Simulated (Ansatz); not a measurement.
Compare A (`C=CCOC=O`) with its isomer B (`C#COC(C)O`).

Calculated with Ansatz (gas phase, PBE0-D4/def2-TZVP geometries, no zero-point term in ΔE). CCSD(T)/CBS is the MP2 limit (def2-TZVPP, def2-QZVPP) plus CCSD(T) − MP2 in def2-TZVPP, frozen cores. DFT in def2-TZVPP. B3LYP here is the variant with VWN-RPA as its local correlation; programs differ in this. One conformer a species, not always the lowest.

A:

```xyz
12

C    -0.630   -1.794    1.246
C     0.233   -1.149    0.476
C    -0.139   -0.004   -0.393
O     0.742    1.092   -0.088
C     0.596    2.170   -0.852
O    -0.190    2.295   -1.745
H    -0.332   -2.652    1.837
H    -1.671   -1.491    1.308
H     1.272   -1.463    0.433
H    -0.024   -0.250   -1.453
H    -1.174    0.308   -0.234
H     1.316    2.939   -0.535
```

B:

```xyz
12

C    -0.718    2.880    0.311
C    -0.173    1.855    0.008
O     0.439    0.773   -0.351
C    -0.210   -0.468    0.034
C     0.515   -1.550   -0.718
O    -0.197   -0.626    1.402
H    -1.193    3.789    0.587
H    -1.262   -0.388   -0.251
H     1.571   -1.560   -0.434
H     0.072   -2.517   -0.480
H     0.452   -1.381   -1.794
H     0.705   -0.806    1.686
```

Q: Which is lower in electronic energy at CCSD(T)/CBS, and by how much? (Best estimate.)

A: The calculation gave: A, by 39.7 kcal/mol.

Q: Give E(B) − E(A) in kcal/mol with CCSD/def2-TZVPP, B3LYP, BLYP-D4, B3LYP-D4, LDA (SPW92), r2SCAN-D4, HF/def2-TZVPP. (Estimate.)

A: The calculation gave: CCSD/def2-TZVPP 40.3, B3LYP 42.0, BLYP-D4 42.7, B3LYP-D4 41.9, LDA (SPW92) 39.2, r2SCAN-D4 42.1, HF/def2-TZVPP 42.7. None reverses the order clearly.

Q: Does the order hold for the free energy at 298.15 K (harmonic terms from PBE0-D4)? (Estimate.)

A: Computed: Yes: G(B) − G(A) = +39.0 kcal/mol, for one conformer each. Modes under 60 cm⁻¹, often nearly free rotors, make the harmonic entropy too high.

Largest T1 diagnostic: 0.014.

From BLYP to BHLYP (50 % exact exchange), in def2-TZVPP and without D4, E(B) − E(A) moves by −1.2 kcal/mol. Leaving LDA and LC-ωPBE aside and taking each functional with its dispersion term where it has one, the values, not all of them listed here, spread over 2.9 kcal/mol, from ωB97M-V to revPBE-D4. LDA lies −3.0 kcal/mol from PBE without D4.
